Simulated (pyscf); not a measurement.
HO–Ga(PH₂)–PH₂ + hydrogen (H₂) → H₂P–GaH–PH₂ + water (H₂O), a four-centre exchange (singlet surface; Ga–O, H–H broken, Ga–H, H–O formed). Optimised with ωB97X-D3(BJ)/def2-SVP in PySCF. Energies in kJ/mol from the separated reactants.

Small-basis levels: PySCF, no dispersion term, spherical d functions. AM1 to PM7: differences of heats of formation from MOPAC, which are fitted to 298 K values and so differ in kind from electronic energies by zero-point and thermal terms. GFN2-xTB: tblite. Cost: rough CPU time at the saddle relative to B3LYP/6-31G*+LANL2DZ, from one job on a shared machine.

```json
[
 {"level": "HF/STO-3G", "barrier": "198.3", "reaction energy": "+57.7", "cost": "0.07"},
 {"level": "HF/6-31G*+LANL2DZ", "barrier": "168.1", "reaction energy": "+55.6", "cost": "0.1"},
 {"level": "MP2/6-31G*+LANL2DZ", "barrier": "148.5", "reaction energy": "+105.1", "cost": "0.1"},
 {"level": "SVWN5/6-31G*+LANL2DZ", "barrier": "57.7", "reaction energy": "+84.7", "cost": "1"},
 {"level": "BP86/6-31G*+LANL2DZ", "barrier": "105.1", "reaction energy": "+87.3", "cost": "2"},
 {"level": "B3LYP/3-21G", "barrier": "107.2", "reaction energy": "+171.7", "cost": "1"},
 {"level": "M06-2X/6-31G*+LANL2DZ", "barrier": "118.8", "reaction energy": "+86.0", "cost": "2"},
 {"level": "GFN2-xTB", "barrier": "99.2", "reaction energy": "+110.7", "cost": "under 0.02"},
 {"level": "PM6", "barrier": "193.8", "reaction energy": "+74.4", "cost": "under 0.02"},
 {"level": "ωB97M-D3(BJ)/def2-TZVP", "barrier": "100.3", "reaction energy": "+45.1", "cost": "–"}
]
```

Against the last row the barrier runs from -42.6 (SVWN5/6-31G*+LANL2DZ) to +98.0 kJ/mol (HF/STO-3G). At SVWN5/6-31G*+LANL2DZ, B3LYP/3-21G, GFN2-xTB this geometry lies under one side, so the entry may be no barrier of that level: it is a single point on another level's saddle. ωB97M-D3(BJ)/def2-TZVP has limits of its own. On the product side the descent ends in an adduct with a Ga–O contact, 61.8 kJ/mol under the separated species and 111.5 kJ/mol under the saddle at ωB97X-D3(BJ)/def2-TZVP. What is counted as broken (Ga–O) persists as a longer contact in the product adduct; parting that adduct is a step of its own. At the saddle there is also a short Ga–H contact that neither side keeps. This is the saddle that the search found; another between the same sides may lie lower. In the def2 sets elements up to Kr have no core potential.
